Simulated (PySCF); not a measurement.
## Proton affinity of ammonia, site by site

Parent: ammonia, `N` (NH3). Non-hydrogen atoms are numbered in `[NH3:1]`.

These are calculated values, ωB97X-D3(BJ)/def2-TZVP in PySCF (grid level 2) at geometries from PBE0-D3(BJ)/def2-SVP. Zero-point and thermal terms (298.15 K, 1 bar) come from unscaled PBE0-D3(BJ)/def2-SVP harmonic frequencies, with soft modes damped to free rotors in the entropy.

```jsonl
{"site": "N1 (amine nitrogen)", "product": "[NH4]+", "PA / kcal/mol": "206.3", "GB / kcal/mol": "198.1"}
```

PA is −ΔH and GB is −ΔG of B + H⁺ → BH⁺ in the gas phase.

Against the Active Thermochemical Tables (version 1.112): N1 853 (computed 863, error 10) kJ/mol.

Measured values (NIST Chemistry WebBook, evaluated or the median of agreeing entries): proton affinity (−ΔH) 854 kJ/mol (computed 863, difference 10); gas-phase basicity (−ΔG) 819 kJ/mol (computed 829, difference 10).

Structures, frequencies and single points took 6.3 s of wall time on 1 thread of Arm Neoverse V2 (shared host), launched as `OMP_NUM_THREADS=1 python redox_run.py task.json out`.

Differences come from unrounded values, so a last digit can differ from that of the printed terms.
